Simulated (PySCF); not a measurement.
Gas-phase reaction: 3 SiH2(NH2)2 ⇌ trisilylamine + 2 H2 + 5 NH

Computed with PySCF and rigid-rotor harmonic-oscillator thermochemistry at 1 bar. † marks an energy on the PBE0/def2-TZVP geometry and frequencies; other levels use their own. MP2 freezes the core. 6-31G* has spherical d functions here. Open shells (unrestricted): NH (multiplicity 3); the rest are closed-shell singlets. B3LYP is the form with VWN-RPA correlation. No R ln 2 is added for the mirror-image form of SiH2(NH2)2. SiH2(NH2)2: computed as isolated molecules; such fragments, hydroxides, amides, oligomers or adducts are transient or little studied in the gas. MP2 isn't extrapolated to the basis-set limit; its ΔH°(298 K) is 2054.0 kJ in def2-SVP and 2220.5 kJ in def2-TZVPP. The harmonic model lacks anharmonicity and excited electronic states, which grow with temperature; levels with a mode under 35 cm⁻¹ are left out. Internal rotation in SiH2(NH2)2, trisilylamine is treated as a harmonic vibration of one conformer, which makes the entropy rough.

```csv
level,"ΔE electronic, kJ","ΔH°(298 K), kJ","ΔS°(298 K), J/K","ΔG°(1200 K), kJ"
B3LYP/6-31G*,2124,1979,671,1149
BLYP/def2-TZVP†,2219,2074,664,1255
HF/6-31G*,1347,1193,661,373
HF/def2-TZVP†,1439,1294,664,475
MP2/def2-TZVPP†,2365,2220,664,1401
PBE/def2-TZVP†,2340,2196,664,1376
ωB97X-V/def2-TZVP†,2292,2147,664,1328
```
ΔH° is lowest at HF/6-31G* and highest at MP2/def2-TZVPP†. No reference value is set beside these.
